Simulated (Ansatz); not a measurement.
# CH3NOS2: up Jacob's ladder to CCSD(T)

One table from this session's results is given with a row withheld; the runs are named, their logs left out.

The runs use Ansatz 0.2.0, Gaussian basis; functionals in def2-TZVPP, the program's frozen cores in correlated methods.

Levels to be run: LDA (SPW92), PBE-D4, revPBE-D4, BLYP-D4, r2SCAN-D4, B97M-V, PBE0-D4, B3LYP-D4, r2SCANh-D4, r2SCAN0-D4, HSE06-D4, BHLYP-D4, CAM-B3LYP-D4, LC-ωPBE, ωB97X-V, ωB97M-V, B2PLYP, PBE-QIDH; CCSD(T)/def2-SVP; CCSD(T)/def2-TZVPP; MP2/def2-QZVPP; extrapolation to the limit; RPA on PBE.

## The geometry

The geometry comes from an earlier relaxation with PBE0-D4 in a triple-zeta def2 set; it is a stationary point, not always the lowest conformer.

SMILES `NC1(O)SS1`, 8 atoms, charge 0, spin multiplicity 1.

Atoms are counted from 1 here; the program's logs count them from 0.

Bond lengths: N1–C2 1.411 Å, N1–H6 1.013 Å, N1–H7 1.010 Å, C2–O3 1.366 Å, C2–S4 1.813 Å, C2–S5 1.814 Å, O3–H8 0.966 Å, S4–S5 2.090 Å. Angles: C2–N1–H6 110.9°, C2–N1–H7 111.7°, H6–N1–H7 110.2°, N1–C2–O3 111.3°, N1–C2–S4 115.0°, N1–C2–S5 122.9°, O3–C2–S4 119.5°, O3–C2–S5 112.6°, S4–C2–S5 70.4°, C2–O3–H8 106.5°, C2–S4–S5 54.8°, C2–S5–S4 54.8°.

Set-up of the first run:

The input, in.yaml:

```yaml
crystal:
  periodic: [false, false, false]
  atoms:
    - {symbol: N, position_ang: [0.177427, 0.524662, 0.900274]}
    - {symbol: C, position_ang: [-0.058633, -0.158076, -0.311218]}
    - {symbol: O, position_ang: [0.002928, -1.511888, -0.138799]}
    - {symbol: S, position_ang: [-1.364408, 0.551277, -1.349014]}
    - {symbol: S, position_ang: [0.645181, 0.375929, -1.894976]}
    - {symbol: H, position_ang: [1.114946, 0.344909, 1.240438]}
    - {symbol: H, position_ang: [0.024883, 1.518839, 0.804971]}
    - {symbol: H, position_ang: [-0.450223, -1.702652, 0.692323]}
basis:
  gaussian: {orbitals: def2-TZVPP}
hamiltonian: {xc: lda}
output: {orbitals: {seedname: orbitals}}
```

On the command line:

```console
$ ansatz run in.yaml --threads 2 --pin off --events-out ev --progress --plain --max-ram 4352MiB
```

Among the steps run: LDA; PBE-D4 (GGA); revPBE-D4 (GGA); BLYP-D4 (GGA); r2SCAN-D4 (meta-GGA); B97M-V (meta-GGA); B3LYP-D4 (hybrid); r2SCANh-D4 (hybrid); r2SCAN0-D4 (hybrid); HSE06-D4 (hybrid); BHLYP-D4 (hybrid); CAM-B3LYP-D4 (range-separated); LC-ωPBE (range-separated); ωB97X-V (range-separated); ωB97M-V (range-separated); B2PLYP (double hybrid); PBE-QIDH (double hybrid).

One of the session's tables, all rows but one given; the rest of the session is left out.

It belongs to the step «Orbital energies across the functionals». 

| functional | HOMO (eV) | LUMO (eV) | gap (eV) |
| --- | --- | --- | --- |
| LDA (SPW92) | -4.95 | -2.83 | 2.12 |
| PBE-D4 | -4.82 | -2.62 | 2.20 |
| revPBE-D4 | ? | ? | ? |
| BLYP-D4 | -4.68 | -2.50 | 2.18 |
| r2SCAN-D4 | -5.05 | -2.51 | 2.54 |
| B97M-V | -5.13 | -2.42 | 2.71 |
| PBE0-D4 | -6.06 | -1.72 | 4.34 |
| B3LYP-D4 | -5.83 | -1.95 | 3.89 |
| r2SCANh-D4 | -5.51 | -2.17 | 3.34 |
| r2SCAN0-D4 | -6.20 | -1.66 | 4.55 |
| HSE06-D4 | -5.66 | -2.10 | 3.56 |
| BHLYP-D4 | -7.17 | -0.71 | 6.46 |
| CAM-B3LYP-D4 | -7.41 | -0.63 | 6.78 |
| LC-ωPBE | -8.80 | 0.51 | 9.31 |
| ωB97X-V | -8.43 | 0.44 | 8.86 |
| ωB97M-V | -8.24 | 0.36 | 8.60 |

Q: Estimate the row for revPBE-D4 from the others.

As computed: HOMO (eV): -4.77; LUMO (eV): -2.54; gap (eV): 2.23. In the column «HOMO (eV)» it lies between PBE-D4 (-4.82) and BLYP-D4 (-4.68).
